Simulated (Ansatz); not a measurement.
Input file:

```yaml
crystal:
  periodic: [false, false, false]
  atoms:
    - {symbol: N, position_ang: [0.000000, -0.189138, 0.585327]}
    - {symbol: N, position_ang: [0.000000, 0.189138, -0.585327]}
    - {symbol: H, position_ang: [0.000000, 0.659783, 1.174555]}
    - {symbol: H, position_ang: [0.000000, -0.659783, -1.174555]}
basis:
  gaussian: {orbitals: cc-pVDZ}
total_charge: 1
magnetization: {spin_polarized: false, initial_magnetization: 1}
correlation: {method: ccsd_t, electrons: all}
```

```sh
$ ansatz run in.yaml --threads 1 --pin off --events-out ev --progress --plain --max-ram 2393MiB
```

The program prints:

```
358 factors; integrals over basis functions are off by at most 1.5e-3 eV
mean field evaluation 1: about -2982.7877 eV, gradient 1.9e1 eV
mean field evaluation 2: about -2982.7903 eV, gradient 1.9e1 eV
mean field evaluation 4: about -2983.7495 eV, gradient 1.2e0 eV
mean field evaluation 8: about -2983.7572 eV, gradient 1.1e-3 eV
mean field evaluation 16: about -2981.7173 eV, gradient 1.5e1 eV
mean field evaluation 32: about -2980.8901 eV, gradient 9.7e-2 eV
mean field -2983.75724270 eV, -109.6510562059 hartree, gradient 2.5e-6 eV, S^2 0.750000; 3 other end points of the search recorded, 0 dependent functions left out
mean field evaluation 64: about -2984.1255 eV, gradient 1.3e-2 eV
determinant -2983.75724270 eV, -109.6510562059 hartree, with singles and doubles -2993.32452786 eV, -110.0026474508 hartree
determinant -2980.89011588 eV, -109.5456912387 hartree, with singles and doubles -2988.90044384 eV, -109.8400653615 hartree
reference -2983.75724270 eV, -109.6510562059 hartree; 8, 7 occupied and 30, 31 virtual orbitals, 358 factors
second order -9.37500310 eV of doubles, -0.13286359 eV of singles
cycle   1  -9.56725001 eV  change    3.5e-5 eV  update   2.8e-4
cycle   2  -9.56733670 eV  change   -8.7e-5 eV  update   1.5e-4
cycle   3  -9.56727673 eV  change    6.0e-5 eV  update   5.7e-5
cycle   4  -9.56729001 eV  change   -1.3e-5 eV  update   1.8e-5
cycle   5  -9.56732566 eV  change   -3.6e-5 eV  update   4.1e-6
cycle   6  -9.56732420 eV  change    1.5e-6 eV  update   1.4e-6
perturbative correction -0.40142310 eV, -0.0147520267 hartree
Total energy: -2993.72599000 eV, -110.0174009121 hartree
```

Ran on 1 thread of AMD EPYC 7B13, shared host: 1.7 s wall, 0.19 GiB peak host memory.
